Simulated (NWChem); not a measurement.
# One shape, several levels: NO2F (SMILES O=[N+]([O-])F)

Wanted: a comparison of 4 runs (B3LYP/cc-pVTZ, M06-2X/cc-pVTZ, PBE0/cc-pVTZ, r2SCAN/cc-pVTZ) of NO2F. 

The calculation is run with NWChem 7.3.0.

30 further runs of the same task are left out: 1 that didn't finish, 29 set aside as unsound or not needed.

## 1. The system as given

The species is NO2F (4 atoms), meant as a singlet with charge 0. As SMILES, `O=[N+]([O-])F`. The N2–F4 distance was set to 1.659 Å, away from the relaxed value.

Bond lengths: O1–N2 1.170 Å, N2–O3 1.170 Å. Angles: O1–N2–O3 135.6°. A long bond or contact: N2–F4 1.659 Å.

## 2. The energy at B3LYP/cc-pVTZ (run 1)

File mymol.nw:

```
start mymol
title "FNO2 B3LYP"
memory stack 880 mb heap 220 mb global 1100 mb
geometry units au noautosym nocenter noautoz
O    0.58952085   0.67757264   2.37826757
N    0.38435329  -0.34614869   0.42975207
O    1.13431000  -2.22997887  -0.45089810
F   -1.40707118   1.26715585  -1.57321590
end
basis spherical bse
O library cc-pVTZ
N library cc-pVTZ
F library cc-pVTZ
end
dft
xc b3lyp
grid fine
convergence energy 1e-08
maxiter 100
mulliken
print medium
end
task dft energy
```

Run with:

```
nwchem mymol.nw > mymol.out
```

What it wrote:

```text
[...]
          Wavefunction type:  closed shell.
          No. of atoms     :     4
          No. of electrons :    32
[...]
          Charge           :     0
          Spin multiplicity:     1
[...]
          AO basis - number of functions:   120
[...]
              XC Information
              --------------
                         B3LYP Method XC Potential
                     Hartree-Fock (Exact) Exchange  0.200
                        Slater Exchange Functional  0.800 local
                    Becke 1988 Exchange Functional  0.720 non-local
              Lee-Yang-Parr Correlation Functional  0.810
                  VWN I RPA Correlation Functional  0.190 local
[...]
 d= 0,ls=0.0,diis     1   -304.6644305599 -4.23D+02  1.92D-02  3.44D+00     4.2
[...]
 d= 0,ls=0.5,diis    23   -305.0007839875 -6.87D-09  5.73D-07  6.57D-09    73.9
         Total DFT energy =     -305.000783990281
      One electron energy =     -654.851123869980
           Coulomb energy =      265.557837965956
    Exchange-Corr. energy =      -34.348996368686
 Nuclear repulsion energy =      118.641498282429
[...]
      Total Density - Mulliken Population Analysis
     ---------------------------------------------
    Atom       Charge   Shell Charges
 -----------   ------   -------------------------------------------------------
    1 O    8     8.10   1.94  0.27  1.02  0.56  1.27  2.00  0.98  0.01  0.04  0.00
    2 N    7     6.53   1.95  0.25  0.88  0.19  0.98  1.56  0.44  0.03  0.22  0.02
    3 O    8     8.10   1.94  0.27  1.02  0.56  1.27  2.00  0.98  0.01  0.04  0.00
    4 F    9     9.28   1.94  0.29  1.06  0.68  1.56  2.27  1.47  0.00  0.01  0.00
[...]
```

It took 78 s on 1 thread of AMD EPYC 7R43 (Zen 3), shared host; peak memory 0.11 GiB.

## 3. The energy at M06-2X/cc-pVTZ (run 2)

File run.py:

```python
from ase import Atoms
from ase.calculators.nwchem import NWChem

atoms = Atoms('ONOF', positions=[
    [0.311961, 0.358556, 1.258525],
    [0.203391, -0.183174, 0.227415],
    [0.600251, -1.180054, -0.238605],
    [-0.744590, 0.670550, -0.832510],
])

calc = NWChem(
    label='work',
    theory='dft',
    memory='2200 mb',
    basis='cc-pVTZ',
    basispar='spherical bse',
    dft={'xc': 'm06-2x', 'mult': '1', 'grid': 'fine', 'convergence': 'energy 1e-08', 'iterations': '100', 'mulliken': None},
    task='energy',
)
atoms.calc = calc

e = atoms.get_potential_energy()
print(f"E = {e:.6f} eV")
print("dipole (e A):", atoms.get_dipole_moment().round(4))
```

Run with:

```
export ASE_NWCHEM_COMMAND="nwchem PREFIX.nwi > PREFIX.nwo"
python run.py
```

What it wrote:

```text
E = -8296.079410 eV
dipole (e A): [ 0.1823 -0.1641  0.2038]
```

The calculator wrote work.nwi:

```
title "work"

permanent_dir work

scratch_dir work

start work

geometry units angstrom nocenter noautosym noautoz
  O  3.1196099999999999e-01 3.5855599999999999e-01 1.2585249999999999e+00
  N  2.0339099999999999e-01 -1.8317400000000000e-01 2.2741500000000001e-01
  O  6.0025099999999998e-01 -1.1800539999999999e+00 -2.3860500000000001e-01
  F  -7.4458999999999997e-01 6.7054999999999998e-01 -8.3250999999999997e-01
end

memory 2200 mb

basis spherical bse noprint
   * library cc-pVTZ
end

dft
  xc m06-2x
  mult 1
  grid fine
  convergence energy 1e-08
  iterations 100
  mulliken
end

task dft energy
```

work.nwo:

```text
Northwest Computational Chemistry Package (NWChem) 7.3.0
             --------------------------------------------------------

           Job information
           ---------------

    nwchem branch   = 7.3.0
    use scalapack   = T
    input           = work.nwi
    prefix          = work.
    data base       = work/work.db
    status          = startup
    nproc           =        1

           Memory information
           ------------------

[... 5 lines left out ...]
    hardfail = no
[... 106 lines left out ...]
          Convergence on energy requested:  1.00D-08
[... 24 lines left out ...]
          Convergence Information
[... 30 lines left out ...]
 1-e energy   =    -655.580021
[... 42 lines left out ...]
      One electron energy =     -654.399127492241
[... 8 lines left out ...]
                       DFT Final Molecular Orbital Analysis
[... 875 lines left out ...]
     Multipole analysis of the density
     ---------------------------------

     L   x y z        total         alpha         beta         nuclear
     -   - - -        -----         -----         ----         -------
     0   0 0 0     -0.000000    -16.000000    -16.000000     32.000000

     1   1 0 0      0.344406     -1.736536     -1.736536      3.817479
[... 8 lines of this table left out ...]
     2   0 0 2    -16.219726    -43.331662    -43.331662     70.443598

 Task  times  cpu:       39.0s     wall:       39.0s
 Total times  cpu:       39.1s     wall:       39.1s
```

It took 41 s on 1 thread of AMD EPYC 7R43 (Zen 3), shared host; peak memory 0.11 GiB.

Run 3 isn't shown in full; the table further down has it.

## 4. The energy at r2SCAN/cc-pVTZ (run 4)

File fno2.nw:

```
start fno2
title "FNO2 r2SCAN"
memory 2200 mb
charge 0

geometry units angstroms noautosym nocenter noautoz
   O      0.311961     0.358556     1.258525
   N      0.203391    -0.183174     0.227415
   O      0.600251    -1.180054    -0.238605
   F     -0.744590     0.670550    -0.832510
end

basis spherical bse
   O library cc-pVTZ
   N library cc-pVTZ
   F library cc-pVTZ
end

dft
   xc r2scan
   grid fine
   convergence energy 1e-08
   maxiter 100
   mulliken
   print medium
end

task dft energy
```

Run with:

```
nwchem fno2.nw > fno2.out
```

What it wrote:

```text
[...]
          Wavefunction type:  closed shell.
          No. of atoms     :     4
          No. of electrons :    32
[...]
          Charge           :     0
          Spin multiplicity:     1
[...]
          AO basis - number of functions:   120
[...]
              XC Information
              --------------
                      r^2SCAN Method XC Functional
               r^2SCAN metaGGA Exchange Functional  1.000
                     r^2SCAN Correlation Potential  1.000
[...]
 d= 0,ls=0.0,diis     1   -304.5460852530 -4.23D+02  2.13D-02  3.22D+00     4.8
[...]
 d= 0,ls=0.5,diis    41   -304.8807566094 -9.68D-09  5.68D-07  3.66D-08   155.9
         Total DFT energy =     -304.880756613956
      One electron energy =     -654.904031497176
           Coulomb energy =      265.620689190950
    Exchange-Corr. energy =      -34.238921131464
 Nuclear repulsion energy =      118.641506823733
[...]
      Total Density - Mulliken Population Analysis
     ---------------------------------------------
    Atom       Charge   Shell Charges
 -----------   ------   -------------------------------------------------------
    1 O    8     8.11   1.95  0.26  1.02  0.59  1.25  2.04  0.95  0.01  0.04  0.00
    2 N    7     6.50   1.95  0.24  0.90  0.17  0.96  1.60  0.41  0.03  0.22  0.02
    3 O    8     8.11   1.95  0.26  1.02  0.59  1.25  2.04  0.95  0.01  0.04  0.00
    4 F    9     9.28   1.94  0.29  1.06  0.68  1.54  2.31  1.45  0.00  0.01  0.00
[...]
```

Wall time 2.7 min (1 thread of AMD EPYC 7R43 (Zen 3), shared host); peak memory 0.1 GiB.

## 5. Overview of the runs

| run | level | energy (Eh) | dipole moment (D) | HOMO energy (eV) | LUMO energy (eV) | wall time |
| --- | --- | --- | --- | --- | --- | --- |
| 1 | B3LYP/cc-pVTZ | -305.000784 | 1.53 | -10.36 | -3.38 | 78 s |
| 2 | M06-2X/cc-pVTZ | -304.875298 | 1.53 | -12.79 | -1.95 | 41 s |
| 3 | PBE0/cc-pVTZ | -304.691677 | 1.54 | -10.67 | -3.03 | 39 s |
| 4 | r2SCAN/cc-pVTZ | -304.880757 | 1.57 | -9.06 | -3.97 | 2.7 min |

## 6. Summary of results

| quantity | value |
| --- | --- |
| run 4: total energy | -304.88076 Eh |
| run 4: dipole moment | 1.57 D |
| run 4: HOMO energy | -9.06 eV |
| run 4: LUMO energy | -3.97 eV |
| run 4: HOMO–LUMO gap | 5.09 eV |

In words: The dipole moment (its size) runs from 1.53 D (B3LYP/cc-pVTZ) to 1.57 D (r2SCAN/cc-pVTZ). The HOMO–LUMO gap runs from 5.09 eV (r2SCAN/cc-pVTZ) to 10.84 eV (M06-2X/cc-pVTZ). Totals of different functionals can't be ranked against each other. All runs together took 5.3 min, the longest 2.7 min.
